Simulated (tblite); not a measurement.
Species: 2-pyrrolidinone, C4H7NO.
SMILES with atom numbers: `[O:1]=[C:2]1[CH2:3][CH2:4][CH2:5][NH:6]1` (hydrogens: H7, H8 on C3; H9, H10 on C4; H11, H12 on C5; H13 on N6)

Computed with GFN2-xTB (tblite), gas phase: Langevin dynamics at 300 K from the optimised GFN2-xTB geometry, time step 0.5 fs, friction 0.01 fs⁻¹, 2000 steps. Over the second half of the run the saved frames average 290 K.

The optimised geometry, where the run starts:
```
atom  x, y, z in Å
O1     -1.347    2.184    0.241
C2     -0.687    1.178    0.146
C3     -1.179   -0.263    0.211
C4     -0.005   -1.084   -0.319
C5      1.216   -0.199   -0.036
N6      0.651    1.128   -0.029
H7     -1.401   -0.492    1.255
H8     -2.094   -0.388   -0.365
H9      0.079   -2.060    0.156
H10    -0.111   -1.231   -1.394
H11     1.988   -0.293   -0.803
H12     1.665   -0.437    0.938
H13     1.222    1.956   -0.017
```

t = 100 fs, T = 212 K, E(pot) 0.403 eV above the start
```
atom  x, y, z in Å  |  force x, y, z in eV/Å
O1     -1.559    2.153    0.383   -0.100   0.061  -0.062
C2     -0.877    1.187    0.166    0.585  -1.384  -0.120
C3     -1.295   -0.318    0.200   -2.030   2.184   0.313
C4     -0.085   -1.062   -0.272    0.226  -0.832  -0.234
C5      1.091   -0.137    0.002   -1.579   1.724   0.173
N6      0.449    1.192   -0.155   -0.627   0.104   0.264
H7     -1.786   -0.420    1.205    1.041  -0.628  -0.583
H8     -2.161   -0.339   -0.480    0.279  -0.454  -0.054
H9      0.048   -2.036    0.216   -0.040   0.200  -0.167
H10    -0.135   -1.205   -1.367   -0.174  -0.105   0.477
H11     1.861   -0.230   -0.716    0.978  -0.185  -0.416
H12     1.389   -0.186    1.029    0.717  -0.400   0.588
H13     0.851    2.098    0.035    0.724  -0.285  -0.180
```

t = 175 fs, T = 290 K, E(pot) 0.303 eV above the start
```
atom  x, y, z in Å  |  force x, y, z in eV/Å
O1     -1.574    2.189    0.438    0.795  -0.755  -0.532
C2     -0.908    1.200    0.195    0.503  -0.183   0.534
C3     -1.392   -0.270    0.258   -0.591   1.341   0.943
C4     -0.243   -1.093   -0.243    0.137  -0.411   0.649
C5      0.960   -0.183   -0.178    1.676  -0.195  -0.040
N6      0.457    1.126   -0.001   -2.414   0.423   0.193
H7     -1.676   -0.394    1.327    0.263  -0.296  -0.594
H8     -2.292   -0.369   -0.335   -0.192  -0.106  -0.056
H9     -0.105   -2.043    0.282    0.070   0.268   0.143
H10    -0.417   -1.323   -1.242   -0.422  -0.562  -1.893
H11     1.704   -0.204   -1.004   -0.789  -0.205  -0.263
H12     1.575   -0.485    0.654    0.363   0.013   0.984
H13     0.984    1.948   -0.137    0.601   0.668  -0.066
```

t = 325 fs, T = 263 K, E(pot) 0.379 eV above the start
```
atom  x, y, z in Å  |  force x, y, z in eV/Å
O1     -1.853    2.044    0.594    0.580  -0.999  -0.158
C2     -1.212    1.013    0.429    0.028   1.952   0.104
C3     -1.699   -0.378    0.521   -1.099  -0.843   0.754
C4     -0.611   -1.319    0.093    1.660   1.610  -1.828
C5      0.691   -0.344    0.025   -0.695  -0.800  -0.479
N6      0.109    0.971    0.141   -0.043  -0.617  -0.124
H7     -1.907   -0.627    1.578   -0.399   0.497  -0.306
H8     -2.607   -0.498   -0.069   -0.123   0.036   0.185
H9     -0.469   -2.037    0.857    0.357  -1.000   0.143
H10    -0.854   -1.731   -0.904    0.446  -0.086   0.612
H11     1.399   -0.398   -0.875   -1.251  -0.210   0.916
H12     1.268   -0.585    0.910    0.440   0.053   0.225
H13     0.695    1.777    0.114    0.100   0.407  -0.044
```

t = 425 fs, T = 426 K, E(pot) 0.314 eV above the start
```
atom  x, y, z in Å  |  force x, y, z in eV/Å
O1     -1.848    2.016    0.893    0.252   0.158  -0.022
C2     -1.266    0.985    0.677   -0.242  -1.322  -0.153
C3     -1.900   -0.436    0.549   -0.709   0.771   1.715
C4     -0.687   -1.322    0.852   -0.850  -0.935   0.265
C5      0.422   -0.619    0.133    0.895   1.497   0.959
N6      0.068    0.792    0.508   -0.531  -1.057  -0.506
H7     -2.756   -0.576    1.296    1.160   0.240  -0.856
H8     -2.347   -0.523   -0.432    0.230  -0.241  -0.285
H9     -0.484   -1.299    1.940   -0.222  -0.227  -0.492
H10    -0.875   -2.351    0.498    0.317   0.320   0.296
H11     0.347   -0.823   -0.917   -0.052   0.325  -0.817
H12     1.475   -0.863    0.434   -0.950   0.237   0.089
H13     0.648    1.597    0.475    0.702   0.235  -0.192
```

t = 500 fs, T = 143 K, E(pot) 0.405 eV above the start
```
atom  x, y, z in Å  |  force x, y, z in eV/Å
O1     -1.606    1.974    1.119   -0.794   0.585   0.248
C2     -1.162    0.916    0.798    1.033  -1.595  -0.683
C3     -1.759   -0.530    0.941   -1.095   1.516   0.870
C4     -0.580   -1.471    0.925    1.157   0.453  -0.475
C5      0.532   -0.596    0.197   -0.770  -1.444  -1.544
N6      0.048    0.743    0.181   -1.096  -0.383   0.884
H7     -2.414   -0.506    1.840    0.861  -0.310   0.055
H8     -2.529   -0.665    0.192    0.328  -0.164  -0.820
H9     -0.194   -1.596    1.923   -0.126  -0.297   0.560
H10    -0.734   -2.490    0.477    0.076   1.218   0.201
H11     0.587   -0.939   -0.858    0.047  -0.091   0.086
H12     1.551   -0.650    0.557    0.058  -0.218   0.641
H13     0.701    1.473    0.043    0.320   0.731  -0.024
```

t = 625 fs, T = 376 K, E(pot) 0.436 eV above the start
```
atom  x, y, z in Å  |  force x, y, z in eV/Å
O1     -1.622    1.977    1.061    0.329  -0.214  -0.333
C2     -1.192    0.907    0.674   -1.225   0.835   1.196
C3     -1.765   -0.452    1.140    2.408   0.984  -0.495
C4     -0.568   -1.348    0.924    1.505  -1.018   0.640
C5      0.137   -0.709   -0.329   -0.811  -0.336   0.592
N6     -0.188    0.707   -0.171    0.948  -0.929  -0.456
H7     -2.011   -0.304    2.155   -0.869  -0.260   0.863
H8     -2.493   -0.692    0.438   -1.715  -0.504  -0.583
H9      0.162   -1.312    1.815   -0.948   0.278  -1.148
H10    -0.802   -2.441    0.859    0.028   0.917  -0.439
H11    -0.309   -1.070   -1.296    0.566   0.090   0.787
H12     1.210   -0.869   -0.246   -0.006  -0.091  -0.471
H13     0.544    1.379   -0.327   -0.208   0.248  -0.152
```

t = 675 fs, T = 260 K, E(pot) 0.560 eV above the start
```
atom  x, y, z in Å  |  force x, y, z in eV/Å
O1     -1.610    2.077    1.037   -0.452  -0.182  -0.316
C2     -1.302    0.977    0.627   -0.465   0.641   1.784
C3     -1.785   -0.381    1.151   -0.107   0.465  -0.344
C4     -0.596   -1.279    0.870   -0.328  -0.153  -0.230
C5      0.095   -0.641   -0.303    0.320  -0.052  -1.922
N6     -0.362    0.752   -0.272    1.616  -0.757  -0.365
H7     -2.000   -0.331    2.237   -0.538  -0.093  -0.969
H8     -2.593   -0.690    0.421    0.289   0.332   1.382
H9      0.086   -1.393    1.667    0.602   0.126   1.218
H10    -0.981   -2.245    0.632    0.036  -0.930  -0.256
H11    -0.381   -1.022   -1.207    0.082  -0.484  -0.493
H12     1.205   -0.911   -0.438   -1.347   1.083   0.615
H13     0.090    1.522   -0.729    0.292   0.003  -0.105
```

t = 725 fs, T = 380 K, E(pot) 0.415 eV above the start
```
atom  x, y, z in Å  |  force x, y, z in eV/Å
O1     -1.569    2.220    0.861   -0.206   1.660   0.477
C2     -1.149    1.142    0.596   -1.731  -2.217   0.722
C3     -1.717   -0.224    1.183    3.058   0.800   0.032
C4     -0.597   -1.228    0.826   -1.127  -1.192  -1.144
C5     -0.079   -0.645   -0.504    1.009   0.447   0.088
N6     -0.325    0.782   -0.360    0.578  -0.953  -0.996
H7     -1.857   -0.193    2.229   -0.322   0.240   1.069
H8     -2.613   -0.391    0.685   -1.462  -0.450  -0.854
H9      0.170   -1.337    1.585   -0.004   0.341   0.010
H10    -1.031   -2.270    0.648    0.554   1.218   0.222
H11    -0.537   -1.103   -1.381   -0.601   0.185   0.002
H12     0.998   -0.687   -0.735    0.037  -0.612   0.582
H13     0.012    1.386   -1.076    0.217   0.532  -0.209
```

t = 825 fs
```
atom  x, y, z in Å
O1     -1.426    2.188    0.758
C2     -1.206    1.041    0.510
C3     -1.415   -0.180    1.487
C4     -0.688   -1.305    0.785
C5     -0.289   -0.750   -0.648
N6     -0.565    0.610   -0.592
H7     -1.034    0.230    2.427
H8     -2.441   -0.533    1.652
H9      0.201   -1.636    1.280
H10    -1.284   -2.230    0.622
H11    -0.850   -1.326   -1.476
H12     0.829   -0.892   -0.696
H13    -0.384    1.234   -1.388
```

Q: Estimate the potential energy and the forces of this last frame.

A: 0.467 eV above the start.

| atom | Fx (eV/Å) | Fy (eV/Å) | Fz (eV/Å) |
| --- | --- | --- | --- |
| O1 | -0.557 | 1.008 | 0.293 |
| C2 | -0.069 | -1.185 | 0.477 |
| C3 | -0.232 | 0.750 | -0.772 |
| C4 | -0.102 | -0.669 | -1.324 |
| C5 | 0.808 | -2.320 | 0.334 |
| N6 | -0.588 | 1.248 | -0.555 |
| H7 | 0.190 | -0.664 | -0.024 |
| H8 | 0.057 | 0.839 | -0.163 |
| H9 | 0.574 | 0.020 | 0.458 |
| H10 | 0.023 | 0.706 | 0.327 |
| H11 | 0.902 | 0.821 | 0.950 |
| H12 | -0.897 | -0.161 | -0.678 |
| H13 | -0.109 | -0.392 | 0.676 |

The bond farthest from its length at the start is C5–H11 (1.154 against 1.092 Å), and half the difference of its two atoms' forces along it is -1.03 eV/Å (positive lengthens). The largest atomic force is 2.48 eV/Å.

The cost below is that of the whole dynamics run. Time: 21 s wall; peak memory 0.18 GiB. Hardware: an Intel Xeon at 2.50 GHz with one thread, no GPU, shared host.
